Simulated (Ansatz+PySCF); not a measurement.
Results of a calculation; reference values are marked as such.
## Ansatz (development build ahead of 0.2.0) run

```yaml
crystal:
  periodic: [false, false, false]
  atoms:
    - { symbol: Li, position_ang: [0.0, 0.0, -2.85681] }
    - { symbol: Li, position_ang: [0.0, 0.0, 2.85681] }
basis:
  gaussian: { orbitals: "6-31G" }
hamiltonian:
  xc: pbe0
output:
  forces: true
```

The input is written out in the form of the current development build from the run's settings.

The run gave:

| Property | Result |
| --- | --- |
| Converged | yes |
| Total energy | -14.91349 hartree |
| Spin squared of the determinant | 0.000 |
| Stability test | minimum among restricted orbitals |

Forces (eV/Å):
```json
{"atom": "Li1", "Fx": "0.000", "Fy": "0.000", "Fz": "0.306"}
{"atom": "Li2", "Fx": "0.000", "Fy": "0.000", "Fz": "-0.306"}
```

Caution: an unrestricted determinant lies well below.
